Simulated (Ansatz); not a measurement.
A made-up structure of CH₃OS (charge +1), singlet:

C1  (0.815, -0.162, -0.173)
S2  (-0.493, 0.496, -0.774)
O3  (0.381, -0.679, 1.251)
H4  (-1.680, 0.548, -0.113)
H5  (-0.356, 1.021, -2.021)
H6  (1.123, -1.108, 1.713)
(Å)

It is relaxed with PBE-D4/def2-SVP and then PBE0-D4/def2-TZVP (Ansatz 0.2.0). Atoms count as bonded within 1.22 times the sum of their covalent radii (H–H: 0.88 Å). The end point is not checked to be a true minimum.

Problem. Does its bonding change? (A judgement: the text doesn't fix the answer.)

Solution. By the calculation: No: no bond forms or breaks.

Where it ends: The first stage lowers the energy by 2.36 eV in 17 steps. It ends as CH₃OS ([OH][C][SH2]), total charge +1:
```tsv
atom	x (Å)	y (Å)	z (Å)
C1	0.8215	-0.3491	-0.0398
S2	-0.8684	0.0719	-1.0261
O3	0.4562	-0.6456	1.1186
H4	-1.5455	0.8547	-0.1525
H5	-0.2935	1.0934	-1.6938
H6	1.2195	-0.9103	1.6769
```

Labels in which every atom is bracketed show which atoms are joined, not bond orders.

For scale, one of the runs: PBE0-D4/def2-TZVP relaxation, 117 basis functions, launched by `ansatz run in.yaml --threads 2 --pin off --events-out ev --progress --plain --max-ram 4352MiB`. The run took about 14 s on 2 CPU threads of an AMD EPYC 7B13 (shared host).
